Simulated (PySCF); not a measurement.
First SCF of a structure search on singlet HBO, at a hand-made linear geometry. PySCF input:

```python
from pyscf import gto, scf, dft
mol = gto.M(atom='''
B      0.000000     0.000000     0.000000
O      0.000000     0.000000    -1.350000
H      0.000000     0.000000     1.170000''',
    basis={'B': 'def2-TZVP', 'O': 'def2-TZVP', 'H': 'def2-TZVP'},
    charge=0, spin=0)
mf = dft.RKS(mol, xc='PBE0')
mf.grids.atom_grid = (50, 194)
aux = {'B': 'def2-universal-JKFIT', 'O': 'def2-universal-JKFIT', 'H': 'def2-universal-JKFIT'}
mf = mf.density_fit(auxbasis=aux)
mf.conv_tol = 1e-08
mf.diis_space = 10
mf.max_cycle = 60
mf.init_guess = 'minao'
mf.verbose = 4
mf.kernel()
```

Excerpt of the output (cycles and frontier levels):

```
init E= -100.465071801384
  HOMO = -0.442892121930742  LUMO = -0.0635805841781195  gap/eV = 10.32159
cycle= 1 E= -100.428624806044  delta_E= 0.0364  |g|= 0.868  |ddm|= 1.34
  HOMO = -0.20365313664658  LUMO = 0.0231864254574688  gap/eV = 6.17262
cycle= 2 E= -98.6178366997099  delta_E= 1.81  |g|=  2.8  |ddm|= 1.72
  HOMO = -0.344200772841955  LUMO = -0.0276543678400026  gap/eV = 8.61367
cycle= 3 E= -100.597906843514  delta_E= -1.98  |g|= 0.0672  |ddm|= 1.39
  HOMO = -0.35194538436243  LUMO = -0.0374820158278196  gap/eV = 8.55698
cycle= 4 E= -100.599193052235  delta_E= -0.00129  |g|= 0.0335  |ddm|= 0.0766
  HOMO = -0.350253028448076  LUMO = -0.0318591668054802  gap/eV = 8.66394
cycle= 5 E= -100.599443008903  delta_E= -0.00025  |g|= 0.0112  |ddm|= 0.0211
  HOMO = -0.352068257889965  LUMO = -0.0326076090404065  gap/eV = 8.69297
cycle= 6 E= -100.599464533291  delta_E= -2.15e-05  |g|= 0.00408  |ddm|= 0.0042
  HOMO = -0.352285405445518  LUMO = -0.0325797949026059  gap/eV = 8.69963
cycle= 7 E= -100.599467777178  delta_E= -3.24e-06  |g|= 0.000896  |ddm|= 0.00166
  HOMO = -0.352354956563433  LUMO = -0.0325766425726519  gap/eV = 8.70161
cycle= 8 E= -100.599467940916  delta_E= -1.64e-07  |g|= 2.55e-05  |ddm|= 0.000376
  HOMO = -0.352360811605739  LUMO = -0.0325804582904378  gap/eV = 8.70167
cycle= 9 E= -100.599467941039  delta_E= -1.23e-10  |g|= 6.72e-06  |ddm|= 1.59e-05
  HOMO = -0.352358752552848  LUMO = -0.0325804667837028  gap/eV = 8.70161
Extra cycle  E= -100.599467940981  delta_E= 5.76e-11  |g|= 1.84e-05  |ddm|= 1.09e-05
converged SCF energy = -100.599467940981
```

No lower solution of this spin was found by a stability analysis within the restricted form, which does not test spin polarisation.

The search for the lowest solution, with the stability check, took 1 s on 2 threads of a shared Arm Neoverse V1 host, with 68 basis functions; the process peaked at 0.27 GiB.
